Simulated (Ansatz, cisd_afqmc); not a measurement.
Species: SiO, charge 1, doublet. SiO+ (parent SMILES [Si]=O, doublet).
B3LYP-D3(BJ)/def2-TZVP minimum from Ansatz (a program for electronic structure):
```xyz
2

Si     0.0000     0.0000    -0.5538
O      0.0000     0.0000     0.9691
```
Charge +1, spin multiplicity 2.

Total energies in cc-pV(D+d)Z, 9 correlated electrons, 6 frozen orbitals. UHF or UKS for unpaired electrons; spin-orbit terms are left out. Correlated methods leave the cores frozen. No relativity. AFQMC is phaseless with a CISD trial state; ± is one standard error, without the phaseless bias. Outlying blocks are dropped, and bars are widened where a walk drifts. Over all cases where full CI ran beside it in this data, AFQMC minus full CI had a median of +0.1 mEh and passed +0.4 mEh in a tenth of the cases. The UHF reference of OSi+ (parent SMILES O=[Si], doublet) is spin-contaminated (<S^2> up to 0.05 over the pure value in the sets run). The determinant of OSi+ (parent SMILES O=[Si], doublet) is a saddle point of the SCF energy; a lower one exists, which strains HF and MP2. The spin of OSi+ (parent SMILES O=[Si], doublet) was assumed, and the state is the lowest solution found for it.

```tsv
method	program	energy (Eh)	minus CCSDTQ (mEh)
HF	Ansatz	-363.41805	264.54
MP2	Ansatz	-363.63815	44.44
CCSD	Ansatz	-363.66859	14.00
CCSD(T)	Ansatz	-363.67877	3.82
CCSDT(Q)	Ansatz	-363.68337	-0.78
CCSDTQ	Ansatz	-363.68259	0.00
AFQMC/CISD	cisd_afqmc	-363.6798 ± 0.0004	2.8 ± 0.4
```

Rough core times of Ansatz's runs on a shared machine: CCSD(T) 30 s, CCSDT(Q) 40 s, CCSDTQ 10 min.
